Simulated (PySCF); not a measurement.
# NaO⁻ at UHF-CCSD

Level: UHF-CCSD. basis Na def2-SVPD, O def2-SVPD; no relativity; PySCF 2.14.

For NaO⁻, the state is ³Π (triplet), unpaired electrons σ ↑, π ↑ and the bond length is 218.2 pm. The harmonic wavenumber is 384 cm⁻¹, the force constant is 0.817 mdyn/Å and the rotational constant Be is 0.3754 cm⁻¹. The anharmonicity ωexe is 3.55 cm⁻¹ and the vibration–rotation constant αe is 0.00498 cm⁻¹.

Correlated steps freeze 2 core orbitals. The state was picked by a PBE0 search and need not be the measured ground state.
